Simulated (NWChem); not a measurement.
trifluoromethane (CHF$_{3}$); SMILES FC(F)F

```xyz
5

F      0.8805     0.8805    -0.1260
C      0.0000     0.0000     0.3340
F      0.3223    -1.2028    -0.1260
F     -1.2028     0.3223    -0.1260
H      0.0000     0.0000     1.4372
```
Atoms are numbered in this order, from 1.

All runs: NWChem. Pople sets run with spherical d functions. Structure relaxed at the PBE0/def2-SVP level. Atomic charges in e: unrestrained fits to the electrostatic potential beside Mulliken populations; buried atoms are poorly determined by the fit.

Predict the results for Hartree-Fock/6-31G*. Quantities: ESP F1; Mulliken F1; ESP C2; Mulliken C2; ESP F3; Mulliken F3; ESP F4; Mulliken F4; relative RMS misfit of the potential (%).


```yaml
ESP F1: -0.26
Mulliken F1: -0.40
ESP C2: 0.78
Mulliken C2: 1.03
ESP F3: -0.26
Mulliken F3: -0.40
ESP F4: -0.26
Mulliken F4: -0.40
relative RMS misfit of the potential (%): 19
```
